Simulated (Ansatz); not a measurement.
## Several solutions for singlet SO

```yaml
atoms:
  - { symbol: S, position_ang: [0.0000, 0.0000, 0.0000] }
  - { symbol: O, position_ang: [0.0000, 0.0000, 2.3840] }
```

Basis set: 6-31G (spherical functions). Charge 0, multiplicity 1.

PBE (unrestricted) was run from several starts with Ansatz (development build ahead of 0.2.0).

```
run  program                        start  converged  energy (hartree)  <S²>
  A   Ansatz      atomic start, no search        yes        -472.88467  0.00
  B   Ansatz  search for the lowest state        yes        -472.92184  1.18
  C   Ansatz      stability test followed        yes        -472.92184  1.18
```

(1) Which runs reached the lowest solution of this kind, and what is wrong with the others?

## Answers

(1) B, C reached the lowest solution found. Converged but too high: A by 1.01 eV. Convergence only shows a stationary point, and even a stable one can lie too high; stability tests and further starts are what find lower ones. Caution: another spin multiplicity may lie lower. Caution: the unrestricted determinant is a mixture of spin states.
